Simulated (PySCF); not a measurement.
Run record: geometry optimisation, `C=C(Cl)CF`.

Computed with PBE0-D3(BJ)/def2-SVP geometry optimisation, gas phase (PySCF 2.14.0). Start geometry: GFN2-xTB. The input is one job of a driver script: a line of settings, then coordinates in Å.

Input:
```
{"job": {"xc": "PBE0", "basis": "def2-SVP", "d3": "d3bj", "grid": 1, "kind": "geom"}, "charge": 0, "multiplicity": 1}
C      1.315302    -0.296861    -0.401092
C      0.323916     0.355391     0.174130
Cl     0.580374     1.814843     1.072295
C     -1.123135    -0.038953     0.148785
F     -1.309708    -1.194669    -0.557928
H      1.118820    -1.199766    -0.951801
H      2.332807     0.043110    -0.342481
H     -1.495598    -0.215323     1.164796
H     -1.729216     0.738221    -0.331883
```

Estimate the output.

```
step   0  E = -676.04699963  max force = 0.010944
step   1  E = -676.04804800  max force = 0.002075
step   2  E = -676.04805991  max force = 0.000711
step   3  E = -676.04806165  max force = 0.000342
optimisation converged
```

Energies in Eh; «max force» is the largest Cartesian gradient component in Eh/bohr.

Give the first gradient maximum in eV/Å.

With 1 Eh/bohr = 51.422 eV/Å, 0.563 eV/Å.

How much energy does the optimisation release, in kJ/mol?

E(step 0) − E(last step) = 0.001062 Eh, which is 2.8 kJ/mol.

Main results: final energy -676.04806 Eh after 3 steps; dipole 0.24 D.

Give the final coordinates.

0.020 Å rms from the input after alignment:
```
atom  x, y, z in Å
C1     1.4525   -0.2036   -0.3198
C2     0.4590    0.4656    0.2556
Cl3    0.7089    1.9200    1.1677
C4    -0.9872    0.0774    0.2073
F5    -1.1632   -1.0640   -0.5161
H6     1.2201   -1.1114   -0.8789
H7     2.4870    0.1325   -0.2455
H8    -1.3629   -0.0777    1.2343
H9    -1.5744    0.8951   -0.2470
```

Hardware: x86-64 server, one thread, no GPU (shared host). Cost: 16 s.
Labels such as C1 count atoms from 1, the log's own numbers from 0.
